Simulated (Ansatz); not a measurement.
A nudged elastic band was laid between two geometries of C$_{3}$H$_{6}$FNO (12 atoms, charge 0, multiplicity 1).

Level of theory: RKS B3LYP-D4/def2-SVP in Ansatz 0.2.0.

| Property | Result |
| --- | --- |
| movable images | 5 |
| climbing image | yes |
| spring | 5.0 eV/Å² |
| optimiser | quadratic models (default) |
| start path | through a guess of the saddle point |
| force threshold | 0.05 eV/Å |
| iteration limit | 60 |
| end points | relaxed |

Initial state:

```xyz
12
Properties=species:S:1:pos:R:3
C -0.325 -1.219 1.834
N -0.319 -0.257 1.011
C -0.350 -0.520 -0.400
F -0.256 -1.851 -0.710
O 0.712 0.090 -1.032
C 0.653 1.501 -1.065
H -0.287 -0.998 2.911
H -0.367 -2.279 1.533
H -1.325 -0.154 -0.790
H 1.532 1.844 -1.627
H 0.671 1.933 -0.051
H -0.261 1.854 -1.581
```

Final state:

```xyz
12
Properties=species:S:1:pos:R:3
C -0.423 -0.903 1.723
N -0.897 -0.211 0.775
C -0.614 -0.563 -0.587
F 0.405 -1.516 -0.676
O -0.296 0.522 -1.353
C 0.759 1.340 -0.870
H -0.668 -0.622 2.758
H 0.228 -1.781 1.573
H -1.516 -1.018 -1.032
H 0.909 2.130 -1.617
H 1.694 0.766 -0.760
H 0.496 1.799 0.099
```

(1) What changes between the two ends?

(2) What energy profile does the band end with?

(3) What is the geometry of the highest image?

(4) What are the harmonic wavenumbers there?

The band took 19 iterations and roughly 7 core-minutes.

## Answers

(1) No bond is made or broken. The dihedral N2–C3–O5–C6 goes from -69 to 54°.

(2) The run converged. The highest image is number 3 of 0 to 6, 0.081 eV above the first end and 0.159 eV above the last; the last end lies 0.078 eV below the first. A vibrational analysis at the climbing image gives one clearly imaginary mode, 113i cm⁻¹: a first-order saddle point.

```
image  path coordinate (Å)  energy (eV)  dihedral N2–C3–O5–C6 (°)
    0                 0.00        0.000                       -69
    1                 0.60        0.015                       -56
    2                 1.19        0.053                       -38
    3                 1.79        0.081                       -13
    4                 2.49        0.023                        20
    5                 3.19       -0.055                        43
    6                 3.89       -0.078                        54
```

(3) 
```xyz
12
Properties=species:S:1:pos:R:3:forces:R:3
C -0.366 -0.975 1.736 0.01 0.00 0.00
N -0.577 -0.171 0.781 -0.01 0.00 -0.01
C -0.487 -0.632 -0.572 0.00 0.01 0.01
F 0.011 -1.917 -0.675 0.01 -0.01 0.00
O 0.319 0.163 -1.355 -0.01 -0.01 0.00
C 0.721 1.439 -0.892 0.00 0.01 0.00
H -0.448 -0.607 2.769 0.00 0.00 0.00
H -0.101 -2.035 1.590 -0.01 0.00 0.00
H -1.517 -0.674 -0.982 0.00 0.00 -0.01
H 1.332 1.869 -1.697 0.00 0.00 0.00
H 1.328 1.382 0.027 0.00 0.00 0.00
H -0.138 2.103 -0.696 0.00 -0.01 0.00
```

(4) 113i, 127, 191, 290, 348, 490, 539, 610, 764, 987, 1034, 1070, 1091, 1171, 1195, 1220, 1241, 1365, 1375, 1462, 1467, 1480, 1490, 1766, 3001, 3020, 3055, 3096, 3139, 3157 cm⁻¹.

Run time: 3.7 min on 2 threads of AMD EPYC 7R43 64-Core Processor (Zen 3), on a shared host, peak memory 0.29 GiB.
